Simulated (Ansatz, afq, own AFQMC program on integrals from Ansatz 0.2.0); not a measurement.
Two steps: Ansatz 0.2.0 writes the Fock matrix and Cholesky factors of the valence space, and afq projects on them the lowest state that overlaps trial and start.

```yaml
crystal:
  periodic: [false, false, false]
  atoms:
    - {symbol: N, position_ang: [0.000000, -0.129220, 0.530635]}
    - {symbol: N, position_ang: [0.000000, 0.078417, -0.615382]}
    - {symbol: H, position_ang: [0.000000, 0.705987, 1.177680]}
basis:
  gaussian: {orbitals: cc-pVDZ}
magnetization: {spin_polarized: false, initial_magnetization: 1}
correlation: {method: ccsd_t, electrons: outside_noble_gas, hamiltonian_folder: ham}
```

```sh
$ ansatz run in.yaml --threads 1 --pin off --events-out ev --progress --plain --max-ram 1382MiB
```

afq runs on the folder ham with

```
--method phaseless --trial cisd --walkers 60 --populations 1 --least-time 40 --time-step 0.005 --steps-per-block 50 --equilibration-blocks 28 --max-blocks 300 --target-error 0.0004 --factor-cut 1e-05 --start spin_pure --seed 4050 --release-times 0.24,0.51,0.99,1.62,2.4 --release-step 0.03 --release-every 4 --taylor-order 6
```

Times are imaginary, in 1/Eh. The walk had a cap of 774 s.

Output of the walk:

```
orbitals 31  electrons 6 5  factors 237 of 319
reference energy -109.42932775 Eh
CCSD correlation -0.32104690 Eh in 11 cycles, weight of the determinant in the CISD state 0.8796
energy of the start -109.750375 Eh
 block  time / (1/Eh)  mean weight  energy / Eh
     1     0.250  0.9978  -109.747602
     2     0.500  1.0011  -109.751568
     3     0.750  1.0017  -109.756186
     4     1.000  0.9970  -109.760900
     5     1.250  0.9993  -109.760321
     9     2.250  0.9985  -109.781026
    33     8.250  0.9977  -109.761259
    65    16.250  0.9996  -109.763640
    97    24.250  1.0001  -109.760391
   121    30.250  1.0015  -109.786575
   129    32.250  1.0016  -109.754249
   161    40.250  0.9987  -109.760048
   169    42.250  1.0012  -109.751848
   193    48.250  0.9975  -109.757672
   225    56.250  1.0039  -109.761493
   257    64.250  0.9998  -109.768688
   289    72.250  0.9998  -109.757904
   321    80.250  1.0008  -109.761217
blocks merged  error / Eh  count
     1  0.000511  300
     2  0.000638  150
     4  0.000731  75
     8  0.000816  37
    16  0.000691  18
    32  0.000641  9
released: time / (1/Eh)  energy / Eh  error  mean overlap
  0.24  -109.763360  0.000873  0.9947
  0.51  -109.763576  0.000637  0.9840
  0.99  -109.763810  0.000582  0.9937
  1.62  -109.763960  0.000899  0.9879
  2.40  -109.762779  0.000965  0.9647
energy -109.762772 +/- 0.000816 Eh
(rows thinned)
```

The run passed its tests (sampling time, drift between the halves within three errors, error under three times the target), which doesn't prove that it has relaxed.

Against this walk (error 22.2 meV) on the same determinant: CCSD(T) 29.5 meV higher (within the noise), CCSDT(Q) 16.5 meV lower (within the noise). The error is statistical and leaves out the bias of the constraint. Released to 2.40 1/Eh the energy moves by 0 ± 34 meV (both errors), within twice the noise.

Cautions: constraint bias not in the error; error above the target (22.2 against 10.9 meV); a spin-contaminated unrestricted determinant lies lower (UHF 226 meV lower, ⟨S²⟩ 0.84).

The walk took 4.9 min on 1 thread of AMD EPYC 7R43 64-Core Processor (Zen 3), on a shared host. The log's last line is the phaseless energy.

CCSDT and higher add their correlation energy to the determinant of the CCSD(T) run, since their own runs factorise the integrals more tightly (a shift of under 2 meV). A walk keeps the symmetry of its determinant, which the program's search chose and which needn't be the lowest solution, so a lower state of the same spin and another symmetry isn't excluded.
